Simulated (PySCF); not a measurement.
acetone cation (C₃H₆O), SMILES C(=O)(C)C (connectivity only; charge and spin as stated), charge +1, multiplicity 2. Coordinates come from a r2SCAN-D4/def2-SVP optimisation. The multiplicity is an assumed one; other spin states were not compared.

The numbers are results of r2SCAN-D4/def2-SVP (PySCF), not measurements.

Harmonic wavenumbers (cm⁻¹): 82, 125, 343, 369, 476, 751, 858, 928, 1017, 1054, 1057, 1266, 1301, 1381, 1383, 1408, 1426, 1622, 3026, 3032, 3135, 3141, 3210, 3210. Rotational constants (GHz): 10.79, 8.193, 4.954; symmetry number 2.

Q: Work out the zero-point energy and the ideal-gas rigid-rotor harmonic-oscillator thermochemistry at 298.15 K and 1 atm.

A: ZPE = ½ Σ hcν = ½ × 35600 cm⁻¹ = 212.94 kJ/mol. H − E(el) = 230.11 kJ/mol. Entropy in J/(mol K): translation 159.40, rotation 95.11, vibration 45.06, spin 5.76, total 305.34. G − E(el) = 139.07 kJ/mol. Cp = 82.89 J/(mol K). Modes under 150 cm⁻¹ make the vibrational entropy uncertain.
